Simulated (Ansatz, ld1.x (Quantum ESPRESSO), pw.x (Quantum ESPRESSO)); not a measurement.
**Tl (Z = 81) (bcc): variants of one TM potential in the solid**

* Element: Tl (Z = 81)
* Generator: ld1.x (Quantum ESPRESSO) 7.5
* Type: norm-conserving Troullier–Martins (Kleinman–Bylander form)
* Functional: LDA (PW92)
* Relativity: scalar-relativistic
* Frozen core: [Xe] 4f14
* Valence charge: 13
* Reference configuration: 5d10 6s2 6p1
* Partial waves: 6p (bound): rc 2.50 bohr; 5d (bound): rc 2.15 bohr; 6s (bound): rc 1.70 bohr
* Local potential: the s channel
* Core correction: Bessel-smoothed model core inside 0.85 bohr

Crystal test: bcc Tl in pw.x 7.5, no spin, 12³ k-points, Fermi–Dirac smearing 0.01 Ry, cutoffs set for each file from its atomic test. The reference is all-electron LAPW (Ansatz 0.2.0) with the same functional, mesh and smearing; V0 and B0 come from Birch–Murnaghan fits to the pressures at five volumes. Errors are pseudo minus all-electron; Δ is the rms difference of the E(V) curves that follow from these fits, minima aligned, over ±6 % about the mean V0. Mesh and smearing are coarse, so the numbers serve the comparison and aren't converged zero-temperature values; the lattice is a test structure that the element need not adopt.

All-electron: a0 = 3.795 Å (V0 = 27.32 Å³/atom), B0 = 42.4 GPa.

1 further variants are left out: they gave no file fit for a test, a broken result, the same result as the base, or pressures whose basis-set error rivals the error shown.

A dash in a converged row means that the minimum lies outside the volumes sampled.

```csv
change,cutoffs (Ry),pw.x,a0 (Å),a0 error (%),B0 error (%),Δ (meV/atom),mean pressure error (GPa)
base,110/440,converged,3.804,+0.26,+0.3,2.0,+0.33
"core [Xe] 4f14 5d10, valence charge 3; reference 6s1 6p0; waves now 6s (bound): rc 1.60 bohr; 6p (bound): rc 1.90 bohr; local potential all-electron potential smoothed inside 1.25 bohr (lloc = -1); core correction none",110/440,converged; bound ghost,–,–,–,–,-17.55
wave 5d (bound): rc 2.15 bohr becomes 5d (bound): rc 1.82 bohr,110/440,converged,3.804,+0.24,+0.4,1.8,+0.30
local potential all-electron potential smoothed inside 1.30 bohr (lloc = -1),110/440,converged; bound ghost,–,–,–,–,-48.72
```

Question: Give the row for: wave 6p (bound): rc 2.50 bohr becomes 6p (bound): rc 3.06 bohr.

Answer: pw.x: converged; mean pressure error (GPa): +0.30; a0 (Å): 3.803; a0 error (%): +0.23; B0 error (%): +0.6; Δ (meV/atom): 1.8.
